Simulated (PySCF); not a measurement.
**Working out the ionisation energy of Si**

Si [Ne] 3s2 3p2 (3P) → Si⁺ [Ne] 3s2 3p1 (2P). Computed with PySCF 2.14 in aug-cc-pwCVDZ (6s5p3d, 36 functions), with no relativity, point nucleus. Frozen: nothing. Energies in hartree (1 hartree = 27.21139 eV):

| part | Si (lower) | Si⁺ (upper) |
| --- | --- | --- |
| UHF | -288.851177 | -288.570061 |
| MP2 opposite-spin | -0.138879 | -0.133614 |
| MP2 same-spin | -0.051381 | -0.045471 |

What does Hartree-Fock give?

(-288.570061) − (-288.851177) = 0.281116 hartree = 7.650 eV.

What do MP2 and SCS-MP2 (6/5 opposite-spin, 1/3 same-spin) give?

The opposite-spin parts differ by 0.143 eV and the same-spin parts by 0.161 eV. MP2: 7.650 + (0.143) + (0.161) = 7.954 eV. SCS-MP2: 7.650 + 1.2 × (0.143) + (0.161)/3 = 7.875 eV.

Measured between the centres of the two terms (NIST): 8.157 eV, so MP2 (all electrons) is off by -0.203 eV.

A double-zeta basis recovers only part of the correlation energy.

What remains against the reference includes basis incompleteness and correlation beyond second order.
